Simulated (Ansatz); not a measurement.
**CH₂ClF+ (doublet): geometry and frequencies at several levels**

An exercise on one series of results from a longer session: the logs are not shown, and one member is left open.

Program: Ansatz 0.2.0. Level of theory: the levels named in each step. These are calculated values, not measurements.

## Starting point

Bond lengths: F1–C2 1.320 Å, C2–Cl3 1.748 Å, C2–H4 1.121 Å, C2–H5 1.120 Å. Angles: F1–C2–Cl3 112.6°, F1–C2–H4 108.9°, F1–C2–H5 108.9°, Cl3–C2–H4 110.2°, Cl3–C2–H5 110.3°, H4–C2–H5 105.7°.

Coordinates:

```xyz
5

F    -1.3706    0.7153   -0.0597
C    -0.7020   -0.4167    0.0637
Cl    1.0297   -0.1845    0.0023
H    -0.9927   -0.9063    1.0288
H    -1.0280   -1.1202   -0.7440
```

The first run:

File input.yaml:

```yaml
crystal:
  periodic: [false, false, false]
  atoms:
    - { symbol: F, position_ang: [-1.37058, 0.71525, -0.05968] }
    - { symbol: C, position_ang: [-0.70205, -0.41674, 0.06373] }
    - { symbol: Cl, position_ang: [1.02975, -0.18448, 0.00232] }
    - { symbol: H, position_ang: [-0.99266, -0.90635, 1.02882] }
    - { symbol: H, position_ang: [-1.02802, -1.12021, -0.74404] }
magnetization:
  spin_polarized: true
  initial_magnetization: 1
total_charge: 1
basis:
  gaussian: { orbitals: def2-SVP }
hamiltonian:
  xc: pbe
  dispersion: d4
relax:
  f_tol: 0.03
  max_steps: 200
```

Started as:

```console
$ ansatz run input.yaml --threads 2 --pin off --max-ram 5120MiB --backend cpu --events-out ev --progress --plain --runs-dir out
```

Among the steps run: A rough first relaxation, PBE-D4/def2-SVP; Relaxation, PBE0-D4/def2-TZVPP; Frequencies, PBE0-D4/def2-TZVPP; Relaxation, PBE-D4/def2-TZVPP; Frequencies, PBE-D4/def2-TZVPP; Relaxation, r2SCAN-D4/def2-TZVPP; Frequencies, r2SCAN-D4/def2-TZVPP; Relaxation, B3LYP-D4/def2-TZVPP; Frequencies, B3LYP-D4/def2-TZVPP; Relaxation, B2PLYP/def2-TZVPP.

One of the session's tables, all rows but one given; the rest of the session is left out.

It belongs to the step «Geometries side by side». 

| level | F1–C2 (Å) | C2–Cl3 (Å) | highest frequency (cm⁻¹) |
| --- | --- | --- | --- |
| PBE0-D4/def2-TZVPP | 1.2989 | 1.7198 | 2794 |
| PBE-D4/def2-TZVPP | 1.3176 | 1.7287 | 2712 |
| r2SCAN-D4/def2-TZVPP | 1.3071 | 1.7248 | 2768 |
| B3LYP-D4/def2-TZVPP | ? | ? | ? |
| B2PLYP/def2-TZVPP | 1.3057 | 1.7584 | - |

**Question.** Estimate the row for B3LYP-D4/def2-TZVPP.

The run gave: F1–C2 (Å): 1.3069; C2–Cl3 (Å): 1.7450; highest frequency (cm⁻¹): 2792. In the column «F1–C2 (Å)» it lies between B2PLYP/def2-TZVPP (1.3057) and r2SCAN-D4/def2-TZVPP (1.3071).
